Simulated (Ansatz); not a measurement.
# CCSD(T) against full CI for several species

Each species is computed at the geometry given (Å), with frozen cores, in Ansatz 0.2.0: RHF-CCSD(T) for singlets, UHF-CCSD(T) otherwise, and full CI in the same basis. The program picks the determinant by a search with trial CCSD, so it needn't be the lowest Hartree–Fock solution. States: NS⁺ singlet Σ⁺, HAlNa doublet A', CH2⁺ quartet A2. Cases whose determinant has another symmetry than full CI's state, or lies over 0.5 eV above the lowest of its kind, whose (Q) step broke down or whose higher cluster runs on it stay over 0.1 eV above full CI weren't drawn.

**Question.** Judging by size, spin and bonding and the diagnostics given, rank them by the size of CCSD(T)'s error in total energy against full CI in the same basis, smallest first (an estimate).
A. HAlNa, doublet, cc-pVDZ: Al 0.000 -0.107 1.320; Na 0.000 0.072 -1.650; H 0.000 1.221 2.283. T1 0.041, (T) -48 meV in a correlation energy of -2.19 eV
B. CH₂⁺, quartet, cc-pVDZ: C 0.000 -0.060 0.000; H 0.000 0.355 -0.996; H 0.000 0.355 0.996. T1 0.011, (T) -42 meV in a correlation energy of -2.45 eV
C. NS⁺, singlet, 6-31G: N 0.000 0.000 0.000; S 0.000 0.000 1.158. T1 0.010, (T) -110 meV in a correlation energy of -4.70 eV

**Answer.** B (9.4 meV), A (21.6 meV), C (37.5 meV).

| species | basis | correlated electrons | CCSD(T) − full CI (meV) | CCSDT(Q) − full CI (meV) | unpaired electrons (full CI) | T1 | ⟨S²⟩ of the determinant |
| --- | --- | --- | --- | --- | --- | --- | --- |
| CH2⁺, quartet | cc-pVDZ | 5 | 9.4 | -1.9 | 3.01 | 0.011 | 3.75 |
| HAlNa, doublet | cc-pVDZ | 5 | 21.6 | 0.2 | 1.08 | 0.041 | 0.83 |
| NS⁺, singlet | 6-31G | 10 | 37.5 | -0.7 | 0.06 | 0.010 | 0.00 |

Unpaired electrons are Σ n²(2−n)² over natural occupations; an open shell counts its own unpaired electrons too. Frozen cores follow each run's orbitals, which moves totals by a few meV.
